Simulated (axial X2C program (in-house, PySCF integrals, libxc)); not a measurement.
**Correcting the dissociation energy of NaCl⁺ for spin–orbit coupling**

A spin-free CCSD(T) curve (one-electron X2C) was computed with an in-house all-electron X2C program for linear molecules (integrals from PySCF), basis Cl dyall-av3z [9s8p3d2f], Na dyall-cv3z [9s8p5d2f] (cores contracted in-house), for the state M_S = 1/2, Λ = 1 (beyond evenly filled blocks: π+α, π+β, π-α). It gives D0 = 0.277 eV to Cl + Na+, which in a spin-free picture are the weighted means of the ground terms.

Correlated methods: 15 electrons correlated (number of frozen shells: Cl 2 s, 1 p; Na 1 s), 219 virtual spin orbitals or spinors in MP2, 89 natural virtuals in coupled cluster.

Measured levels of the ground terms (NIST Handbook of Basic Atomic Spectroscopic Data), in cm⁻¹: Cl 2P: J = 3/2 at 0, J = 1/2 at 882.4; Na+ 1S: J = 0 at 0.

The two components of the molecular doublet are 573 cm⁻¹ apart in the PBE0 2c search (Ω = 3/2 lower), so the lower one lies 286 cm⁻¹ under their mean.

Q: How far does each ground level lie under the (2J+1)-weighted mean of its term?

A: Cl: (4 × 0 + 2 × 882.4)/6 = 294 cm⁻¹; Na+: a single level, 0.

Q: Correct D0.

A: D0 = 0.277 + (286 − 294)/8065.5 = 0.276 eV at CCSD(T) with these spin–orbit terms. The direct two-component run gives 0.281 eV; the difference holds second-order terms in the molecule, scalar two-electron terms, the gap between measured and computed atomic splittings (a 2c atom can miss part of its lowering) and, in coupled cluster, the truncation of each run.

Second-order spin–orbit effects in the molecule, which grow quickly with Z, are left out. The state is a single determinant with fixed occupations, the lowest that a limited PBE0 search found. Dissociation energies refer to the lowest single-determinant-based atoms at the same level and basis. CCSD and (T) use frozen natural virtuals with an MP2 correction for the truncation; (T) itself is uncorrected, so its De runs slightly low. Other states lie close and PBE0, whose exact exchange favours high spin, may order them wrongly; the determinant shown need not be the ground state. The nearest other spin-free determinant of the search, M_S = 1/2, Λ = 0, lies 0.33 eV up at the distance of the search.
